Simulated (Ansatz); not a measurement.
Cartesian coordinates in Å:
```
C -0.662 -0.119 0.961
Si 0.697 0.062 -0.301
O 0.200 -0.322 -1.828
H -0.280 0.100 1.962
H -1.060 -1.136 0.964
H -1.487 0.571 0.763
H 1.807 -0.879 -0.011
H 1.213 1.461 -0.257
H -0.428 0.263 -2.253
```

The species carries charge 0 and has multiplicity 1.

Question: List the PBE/def2-TZVPP orbital energies in eV (the Gaussian-basis code of Ansatz). (Estimate.)

Answer: Computed: Occupied: -1779.71, -510.17, -268.52, -137.38, -94.15, -94.10, -94.08, -24.91, -17.29, -13.65, -11.12, -10.09, -9.92, -8.75, -8.58, -7.52, -6.94. Lowest empty: -0.40, 0.39, 1.36, 1.75, 1.79, 1.95, 2.31, 2.54.
